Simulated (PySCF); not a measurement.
# CF: everyday levels beside a composite calculation

PySCF; the state is a doublet (π ↑). The composite is CCSD(T) extrapolated to the basis-set limit from two correlation-consistent sets, with core-valence (CV) and scalar-relativistic (SR) terms as its label shows; it has no spin–orbit coupling and nothing beyond (T). Here it is CCSD(T)/CBS(TQ)+CV+SR. It gives Re = 1.271 Å, ωe = 1314 cm⁻¹ and De = 5.73 eV to C + F.

```json
{"level": "UHF", "basis": "def2-TZVPP", "relativity": "no relativity", "Re (Å)": "1.254", "ωe (cm⁻¹)": "1414", "De (eV)": "3.49"}
{"level": "UHF-SCS-MP2", "basis": "def2-TZVPPD", "relativity": "no relativity", "Re (Å)": "1.276", "ωe (cm⁻¹)": "1314", "De (eV)": "5.63"}
{"level": "BP86", "basis": "pcseg-2", "relativity": "no relativity", "Re (Å)": "1.289", "ωe (cm⁻¹)": "1244", "De (eV)": "6.24"}
{"level": "TPSS", "basis": "6-311G(d,p)", "relativity": "no relativity", "Re (Å)": "1.294", "ωe (cm⁻¹)": "1239", "De (eV)": "5.89"}
{"level": "r²SCAN", "basis": "6-311G(d,p)", "relativity": "no relativity", "Re (Å)": "1.282", "ωe (cm⁻¹)": "1287", "De (eV)": "5.74"}
{"level": "r²SCAN", "basis": "pcseg-2", "relativity": "no relativity", "Re (Å)": "1.277", "ωe (cm⁻¹)": "1295", "De (eV)": "5.84"}
{"level": "TPSSh", "basis": "6-311G(d,p)", "relativity": "no relativity", "Re (Å)": "1.286", "ωe (cm⁻¹)": "1273", "De (eV)": "5.72"}
{"level": "B3LYP", "basis": "def2-TZVPPD", "relativity": "no relativity", "Re (Å)": "1.276", "ωe (cm⁻¹)": "1294", "De (eV)": "5.79"}
{"level": "PBE0", "basis": "6-311G(d,p)", "relativity": "no relativity", "Re (Å)": "1.271", "ωe (cm⁻¹)": "1333", "De (eV)": "5.74"}
{"level": "B97-3", "basis": "pcseg-2", "relativity": "no relativity", "Re (Å)": "1.269", "ωe (cm⁻¹)": "1332", "De (eV)": "5.79"}
```

Question: Give the difference of each row from the composite.

Answer: 

```json
{"level": "UHF", "basis": "def2-TZVPP", "ΔRe (pm)": "-1.7", "Δωe (%)": "+7.6", "ΔDe (eV)": "-2.24"}
{"level": "UHF-SCS-MP2", "basis": "def2-TZVPPD", "ΔRe (pm)": "+0.5", "Δωe (%)": "+0.0", "ΔDe (eV)": "-0.10"}
{"level": "BP86", "basis": "pcseg-2", "ΔRe (pm)": "+1.8", "Δωe (%)": "-5.3", "ΔDe (eV)": "+0.51"}
{"level": "TPSS", "basis": "6-311G(d,p)", "ΔRe (pm)": "+2.3", "Δωe (%)": "-5.7", "ΔDe (eV)": "+0.16"}
{"level": "r²SCAN", "basis": "6-311G(d,p)", "ΔRe (pm)": "+1.1", "Δωe (%)": "-2.1", "ΔDe (eV)": "+0.01"}
{"level": "r²SCAN", "basis": "pcseg-2", "ΔRe (pm)": "+0.6", "Δωe (%)": "-1.4", "ΔDe (eV)": "+0.11"}
{"level": "TPSSh", "basis": "6-311G(d,p)", "ΔRe (pm)": "+1.5", "Δωe (%)": "-3.1", "ΔDe (eV)": "-0.01"}
{"level": "B3LYP", "basis": "def2-TZVPPD", "ΔRe (pm)": "+0.5", "Δωe (%)": "-1.5", "ΔDe (eV)": "+0.06"}
{"level": "PBE0", "basis": "6-311G(d,p)", "ΔRe (pm)": "+0.0", "Δωe (%)": "+1.4", "ΔDe (eV)": "+0.01"}
{"level": "B97-3", "basis": "pcseg-2", "ΔRe (pm)": "-0.2", "Δωe (%)": "+1.4", "ΔDe (eV)": "+0.06"}
```

Question: Which rows come closest in De?

Answer: r²SCAN in 6-311G(d,p) (+0.01 eV); TPSSh in 6-311G(d,p) (-0.01 eV); PBE0 in 6-311G(d,p) (+0.01 eV), counted from the composite.

Correlated steps freeze 2 core orbitals. The state was picked by a PBE0 search and need not be the measured ground state.
